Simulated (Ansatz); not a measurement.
A nudged elastic band was laid between two geometries of C2H2O2 (6 atoms, charge 0, multiplicity 1).

Method: Ansatz, UKS LDA/def2-SVP.

| Item | Value |
| --- | --- |
| movable images | 5 |
| climbing image | yes |
| spring | 5.0 eV/Å² |
| optimiser | quadratic models (default) |
| start path | through a guess of the saddle point |
| force threshold | 0.2 eV/Å |
| iteration limit | 60 |
| end points | relaxed |

Image 0:

```xyz
6
Properties=species:S:1:pos:R:3
O 1.145 -0.320 -1.270
C 0.529 0.312 -0.449
C -0.515 -0.333 0.434
O -1.131 0.298 1.254
H 0.664 1.422 -0.258
H -0.650 -1.443 0.242
```

Image 6:

```xyz
6
Properties=species:S:1:pos:R:3
O 1.219 0.510 -0.501
C -0.057 0.364 -0.496
C -0.656 -0.432 0.535
O -1.153 -0.055 1.581
H 1.487 1.047 -1.285
H -0.797 -1.498 0.119
```

Q: Which bonds break or form, and what moves?

A: Bonds broken: C2–H5. Bonds formed: O1–H5.

Q: What energy profile does the band end with?

A: The forces met the threshold. The highest image is number 4 of 0 to 6, 3.43 eV above the first end and 1.26 eV above the last; the last end lies 2.17 eV above the first. The threshold of 0.2 eV/Å is loose, so the images may lie well off the minimum-energy path. Neighbouring images differ by up to 1.5 eV, so the band resolves the path poorly. Another band between the same ends (5 images) ends at a top of the same energy, where a vibrational analysis finds 1 clearly imaginary mode. The orbitals stay closed-shell, which can raise the energy where a bond breaks towards radicals; this wasn't checked here.

```tsv
image	path coordinate (Å)	energy (eV)	C2–H5 (Å)	O1–H5 (Å)
0	0.00	0.00	1.14	2.07
1	0.36	0.13	1.13	2.02
2	0.72	0.66	1.12	1.86
3	1.09	2.15	1.14	1.54
4	1.45	3.43	1.30	1.17
5	2.14	2.42	1.80	0.98
6	2.82	2.17	1.86	0.99
```

Q: What is the geometry of the highest image?

A: 
```xyz
6
Properties=species:S:1:pos:R:3
O 1.003 -0.028 -1.053
C 0.330 0.620 -0.144
C -0.620 -0.336 0.556
O -1.409 -0.037 1.408
H 1.218 1.112 -0.951
H -0.479 -1.395 0.137
```

Time of the run: 64 s on 2 threads of Arm Neoverse V1 (shared host), peak memory 0.13 GiB.
